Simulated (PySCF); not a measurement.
HLi, charge -1, doublet, geometry from GFN2-xTB of the parent state (such geometries of metal compounds can be far from the true shape) (a state made from the parent by changing its charge; the spin is typed, not shown lowest) (in this run its highest filled SCF level lies above zero, so its values depend strongly on the basis, on diffuse functions most of all); PySCF with HF/STO-3G.

Input for PySCF:
```python
from pyscf import gto, scf

mol = gto.M(
    atom='''
Li   -0.000000   -0.000000   -0.343562
H     0.000000    0.000000    1.030685
''',
    basis='sto-3g',
    charge=-1,
    spin=1,
    verbose=5,
)

mf = scf.UHF(mol)
mf.kernel()
```

Predict the main parts of the log of this PySCF run.


```
PySCF version 2.14.0

[INPUT] verbose = 5
[INPUT] max_memory = 4000
[INPUT] num. atoms = 2
[INPUT] num. electrons = 5
[INPUT] charge = -1
[INPUT] spin (= nelec alpha-beta = 2S) = 1
[INPUT] symmetry False subgroup None
[INPUT] Mole.unit = angstrom
[INPUT] Symbol           X                Y                Z      unit          X                Y                Z       unit  Magmom
[INPUT]  1 Li     0.000000000000   0.000000000000  -0.343562000000 AA    0.000000000000   0.000000000000  -0.649238086808 Bohr   0.0
[INPUT]  2 H      0.000000000000   0.000000000000   1.030685000000 AA    0.000000000000   0.000000000000   1.947712370697 Bohr   0.0
[INPUT] ---------------- BASIS SET ----------------
[INPUT] l, kappa, [nprim/nctr], expnt,             c_1 c_2 ...
[INPUT] Li
[INPUT] 0    0    [3    /1   ]  16.119575         0.15432897
                                2.9362007         0.53532814
                                0.7946505         0.44463454
[INPUT] 0    0    [3    /1   ]  0.6362897         -0.09996723
                                0.1478601         0.39951283
                                0.0480887         0.70011547
[INPUT] 1    0    [3    /1   ]  0.6362897         0.15591627
                                0.1478601         0.60768372
                                0.0480887         0.39195739
[INPUT] H
[INPUT] 0    0    [3    /1   ]  3.42525091        0.15432897
                                0.62391373        0.53532814
                                0.1688554         0.44463454

nuclear repulsion = 1.15520109031346
number of shells = 4
number of NR pGTOs = 18
number of NR cGTOs = 6
basis = sto-3g
ecp = {}

******** <class 'pyscf.scf.uhf.UHF'> ********
method = UHF
initial guess = minao
damping factor = 0
level_shift factor = 0
DIIS = <class 'pyscf.scf.diis.CDIIS'>
diis_start_cycle = 1
diis_space = 8
diis_damp = 0
SCF conv_tol = 1e-09
SCF conv_tol_grad = None
SCF max_cycles = 50
direct_scf = True
direct_scf_tol = 1e-13
number electrons alpha = 3  beta = 2
Set gradient conv threshold to 3.16228e-05
E1 = -12.389376979293083  E2 = 3.617351266669364  Ecoul = 5.608847544195189  Exc = -1.9914962775258251
init E= -7.61682462231026
cond(S) = 6.0724521471307975

  alpha mo_energy =
[-2.38043572 -0.29623184  0.02971884  0.13954443  0.13954443  0.48930194]
  beta  mo_energy =
[-2.38043572 -0.29623184  0.02971884  0.13954443  0.13954443  0.48930194]
multiplicity <S^2> = 0.75  2S+1 = 2
E1 = -13.89847346830116  E2 = 4.977356433989578  Ecoul = 7.4074390132790136  Exc = -2.4300825792894356
cycle= 1 E= -7.76591594399812  delta_E= -0.149  |g|= 0.0937  |ddm|= 1.01
  alpha mo_energy =
[-1.97327902 -0.0682108   0.08075973  0.40327576  0.40327576  0.82611084]
  beta  mo_energy =
[-1.95601043 -0.03768861  0.406114    0.44468175  0.44468175  0.87434373]
multiplicity <S^2> = 0.75097355  2S+1 = 2.0009733
E1 = -13.877844278493349  E2 = 4.944013573519239  Ecoul = 7.346361693310772  Exc = -2.402348119791533
cycle= 2 E= -7.77862961466065  delta_E= -0.0127  |g|= 0.0198  |ddm|= 0.268
  alpha mo_energy =
[-1.97088976 -0.09002691  0.07914528  0.40474827  0.40474827  0.81242762]
  beta  mo_energy =
[-1.95110931 -0.06399253  0.41534827  0.44389734  0.44389734  0.85485251]
multiplicity <S^2> = 0.75131932  2S+1 = 2.0013189
E1 = -13.876933352620158  E2 = 4.942182578978027  Ecoul = 7.344256894861725  Exc = -2.4020743158836977
cycle= 3 E= -7.77954968332867  delta_E= -0.00092  |g|= 0.00584  |ddm|= 0.0726
  alpha mo_energy =
[-1.97113141 -0.08534115  0.07888274  0.40507508  0.40507508  0.81627746]
  beta  mo_energy =
[-1.95056734 -0.0636194   0.41638629  0.44511892  0.44511892  0.85589022]
multiplicity <S^2> = 0.75101035  2S+1 = 2.0010101
E1 = -13.877953941126401  E2 = 4.943081227807142  Ecoul = 7.346210663935713  Exc = -2.4031294361285704
cycle= 4 E= -7.7796716230058  delta_E= -0.000122  |g|= 0.00263  |ddm|= 0.025
  alpha mo_energy =
[-1.9714908  -0.08275245  0.07886367  0.40468074  0.40468074  0.81899889]
  beta  mo_energy =
[-1.95039305 -0.0658041   0.41606838  0.44573875  0.44573875  0.85403145]
multiplicity <S^2> = 0.75047137  2S+1 = 2.0004713
E1 = -13.87845934459504  E2 = 4.943557570125696  Ecoul = 7.34684606298698  Exc = -2.403288492861284
cycle= 5 E= -7.77970068415588  delta_E= -2.91e-05  |g|= 0.000709  |ddm|= 0.0178
  alpha mo_energy =
[-1.9714747  -0.08192469  0.07894521  0.40465053  0.40465053  0.81949914]
  beta  mo_energy =
[-1.95032176 -0.06640947  0.4162538   0.44580713  0.44580713  0.85325987]
multiplicity <S^2> = 0.75035744  2S+1 = 2.0003574
E1 = -13.87844876699636  E2 = 4.943545505466942  Ecoul = 7.346813013228573  Exc = -2.4032675077616306
cycle= 6 E= -7.77970217121596  delta_E= -1.49e-06  |g|= 5.69e-05  |ddm|= 0.00458
  alpha mo_energy =
[-1.97145689 -0.08202317  0.07892254  0.40465474  0.40465474  0.8195724 ]
  beta  mo_energy =
[-1.95031766 -0.06646137  0.41618756  0.4458107   0.4458107   0.85329389]
multiplicity <S^2> = 0.75035477  2S+1 = 2.0003547
E1 = -13.87847776225279  E2 = 4.943574495762741  Ecoul = 7.3468692850858055  Exc = -2.4032947893230645
cycle= 7 E= -7.77970217617659  delta_E= -4.96e-09  |g|= 4.63e-06  |ddm|= 0.000204
  alpha mo_energy =
[-1.97145706 -0.08201434  0.07892183  0.40465456  0.40465456  0.8195735 ]
  beta  mo_energy =
[-1.95031738 -0.06646352  0.41619347  0.44581089  0.44581089  0.85328872]
multiplicity <S^2> = 0.75035444  2S+1 = 2.0003544
E1 = -13.878476262672699  E2 = 4.943572996141485  Ecoul = 7.346866499606896  Exc = -2.4032935034654104
cycle= 8 E= -7.77970217621775  delta_E= -4.12e-11  |g|= 3.03e-07  |ddm|= 2.25e-05
  alpha mo_energy =
[-1.97145705 -0.08201471  0.07892214  0.40465457  0.40465457  0.81957307]
  beta  mo_energy =
[-1.95031739 -0.06646325  0.41619313  0.44581087  0.44581087  0.85328883]
multiplicity <S^2> = 0.75035445  2S+1 = 2.0003544
E1 = -13.878476296182555  E2 = 4.943573029651159  Ecoul = 7.346866561856958  Exc = -2.403293532205799
Extra cycle  E= -7.77970217621794  delta_E= -1.83e-13  |g|= 1.84e-07  |ddm|= 8.4e-07
converged SCF energy = -7.77970217621794  <S^2> = 0.75035445  2S+1 = 2.0003544
```
